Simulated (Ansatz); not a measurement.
Reactions of C$_{3}$H$_{5}$NO (`OC1=CNC1`).

Computed with Ansatz on PBE0-D4/def2-TZVP structures; ΔE is electronic, products minus reactants. CCSD(T)/CBS adds triple-zeta CCSD(T) − MP2 to the extrapolated MP2 energy (def2 sets, frozen cores). This one scheme is used for every species, atoms too. Functionals use def2-TZVPP. No spin–orbit coupling; open shells (•) take unrestricted orbitals. Spin–orbit coupling would lower the free atoms: a little for C, O. One conformer a species, not always the lowest.

```tsv
reaction	ωB97X-V (kJ/mol)	PBE-D4 (kJ/mol)	B97M-V (kJ/mol)	CCSD(T)/CBS(def2) (kJ/mol)
`OC1=CNC1` → `CCOC#N`	-97	-80	-99	-98
`OC1=CNC1` → 3 C• + 5 H• + N• + O•	4067	4229	4057	4049
`OC1=CNC1` → `CC1(O)C=N1`	-15	-3	-15	-13
`OC1=CNC1` → `NC1CC1=O`	-18	-15	-21	-6
`OC1=CNC1` → `CC1=C(O)N1`	125	115	117	125
`OC1=CNC1` → `NC#CCO`	11	14	9	3
`OC1=CNC1` → `COC=C=N`	24	19	11	26
`OC1=CNC1` + H₂ → `C1=CNC1` + H₂O	-86	-78	-86	-96
`OC1=CNC1` → `NC1=COC1`	3	4	3	7
`OC1=CNC1` → `C=C1NCO1`	-39	-31	-38	-27
```

Largest T1 diagnostic: 0.014, for `NC1CC1=O`.
